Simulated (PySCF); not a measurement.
Compound: C₃H₆F₂O.
Atom-mapped SMILES: `[CH3:1][O:2][C@H:3]([F:4])[CH2:5][F:6]` (hydrogens: H7, H8, H9 on C1; H10 on C3; H11, H12 on C5)

The same species was optimised twice, with GFN2-xTB and with PBE0-D3(BJ)/def2-SVP (PySCF), and the same property calculations (PySCF, gas phase) were run on both structures.

```
     coordinate  GFN2-xTB  PBE0-D3(BJ)/def2-SVP  change
      C3–C5 (Å)     1.529                 1.511  -0.018
      C1–O2 (Å)     1.419                 1.406  -0.013
      C3–F4 (Å)     1.392                 1.380  -0.012
      O2–C3 (Å)     1.363                 1.360  -0.003
   O2–C3–F4 (°)     110.0                 110.8    +0.8
   F4–C3–C5 (°)     107.9                 107.2    -0.7
   O2–C3–C5 (°)     110.0                 109.4    -0.6
   C1–O2–C3 (°)     114.8                 114.9    +0.1
C1–O2–C3–F4 (°)       -69                   -72      -3
O2–C3–C5–F6 (°)       -91                   -69     +22
```

Rotational constants: A = 5721, B = 2341, C = 1813 MHz (GFN2-xTB) against A = 5363, B = 2559, C = 1860 MHz (PBE0-D3(BJ)/def2-SVP). Point groups within 0.08 Å: C1 and C1. End groups have turned between the structures, so F6, H11, H12 are left out of the comparison, and properties of the atoms beside them can have changed by that turn, not by bond lengths.

On the GFN2-xTB structure: lowest singlet, TDDFT (eV) 7.98 [B3LYP/def2-SVPD]; lowest triplet, Tamm–Dancoff (eV) 7.78 [B3LYP/def2-SVPD]; isotropic polarisability (au) 45.8 [B3LYP/def2-SVPD]; HOMO (eV) -8.51 [B3LYP/def2-SVPD]; LUMO (eV) 0.46 [B3LYP/def2-SVPD]; dipole (D) 1.30 [B3LYP/def2-SVPD].

Q: What do these properties become on the PBE0-D3(BJ)/def2-SVP structure?

A: 
| property | level | on GFN2-xTB | on PBE0-D3(BJ)/def2-SVP | change |
| --- | --- | --- | --- | --- |
| lowest singlet, TDDFT (eV) | B3LYP/def2-SVPD | 7.98 | 7.94 | -0.04 |
| lowest triplet, Tamm–Dancoff (eV) | B3LYP/def2-SVPD | 7.78 | 7.75 | -0.03 |
| isotropic polarisability (au) | B3LYP/def2-SVPD | 45.8 | 46.0 | +0.2 |
| HOMO (eV) | B3LYP/def2-SVPD | -8.51 | -8.46 | +0.05 |
| LUMO (eV) | B3LYP/def2-SVPD | 0.46 | 0.46 | 0.00 |
| dipole (D) | B3LYP/def2-SVPD | 1.30 | 1.30 | 0.00 |
| energy, GFN2-xTB geometry as zero (kcal/mol) | B3LYP/def2-SVPD | 0.0 | -0.4 | -0.4 |

The heavy atoms differ by 0.135 Å rms after alignment. Among the bonds compared C3–C5 changes most (-0.018 Å). Changes are differences of the printed values. Neither structure is proved a minimum here.

Shape of the structure used: `[CH3:1][O:2][C@H:3]([F:4])[CH2:5][F:6]`: C1–O2–C3–F4 -72°, O2–C3–C5–F6 -69°.
